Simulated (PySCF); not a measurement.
Geometries of 2 isomers of C4H4OS, from PySCF 2.14.0, PBE0-D3(BJ)/def2-SVP geometry optimisation, gas phase. One conformer each, no zero-point energy, no frequencies.

Task: Which isomer lies lower at this level?
A.
```xyz
10
angstrom
O     -1.838   -0.520    0.007
C     -0.542   -0.170   -0.123
C      0.202    0.265    1.015
C      1.494    0.580    0.696
S      1.821    0.353   -0.973
C      0.209   -0.174   -1.275
H     -2.182   -0.790   -0.850
H     -0.226    0.332    2.015
H      2.278    0.937    1.362
H     -0.104   -0.459   -2.279
```
B.
```xyz
10
angstrom
S      2.565   -0.146   -0.383
C      0.830   -0.094   -0.151
C     -0.122   -1.068   -0.258
C     -1.364   -0.426    0.051
C     -1.066    0.874    0.319
O      0.270    1.080    0.197
H      2.742    1.160   -0.096
H      0.041   -2.110   -0.523
H     -2.352   -0.881    0.071
H     -1.658    1.741    0.599
```

Result: A. That is `Oc1ccsc1`, 8.8 kcal/mol below the other.

```
  SMILES               atoms numbered as above      E (Eh)  relative (kcal/mol)  relative (kJ/mol)  dipole (D)
Oc1ccsc1  [OH:1][c:2]1[cH:3][cH:4][s:5][cH:6]1  -627.54313                  0.0                0.0        1.03
Sc1ccco1  [SH:1][c:2]1[cH:3][cH:4][cH:5][o:6]1  -627.52905                  8.8               37.0        0.80
```

As drawn, the lower has an O–H bond, which the higher lacks; the higher has an S–H bond, which the lower lacks.
